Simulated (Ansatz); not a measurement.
Two isomers of C8H18: A = `CCC(C)(CC)CC`, B = `CCCC(C)(C)CC`.

Gas-phase electronic energies from Ansatz, PBE0-D4/def2-TZVP geometries. CCSD(T)/CBS is the MP2 limit (def2-TZVPP, def2-QZVPP) plus CCSD(T) − MP2 in def2-TZVPP, frozen cores. Functionals use def2-TZVPP. B3LYP here is the variant with VWN-RPA as its local correlation; programs differ in this. One conformer a species, not always the lowest.

**Question.** Which isomer does CCSD(T)/CBS put lower? Give the gap. (An estimate is asked.)

**Answer.** Ansatz gave: B, by 1.1 kcal/mol.

**Question.** Give E(B) − E(A) in kcal/mol with r2SCAN-D4, B2PLYP, ωB97M-V, B3LYP-D4, CCSD/def2-TZVPP, CCSD(T)/def2-TZVPP, B3LYP. (Estimate.)

**Answer.** Ansatz gave: r2SCAN-D4 -1.3, B2PLYP -1.7, ωB97M-V -1.0, B3LYP-D4 -1.2, CCSD/def2-TZVPP -1.3, CCSD(T)/def2-TZVPP -1.1, B3LYP -2.2. None reverses the order clearly.

Largest T1 diagnostic: 0.009.

In def2-TZVPP, CCSD(T) changes the Hartree–Fock value by +1.7 kcal/mol (the triples alone add +0.2 kcal/mol) and MP2 by +1.9 kcal/mol. Leaving LDA and LC-ωPBE aside and taking each functional with its dispersion term where it has one, the values, not all of them listed here, spread over 0.8 kcal/mol, from B2PLYP to revPBE-D4. LDA lies +1.2 kcal/mol from PBE without D4.
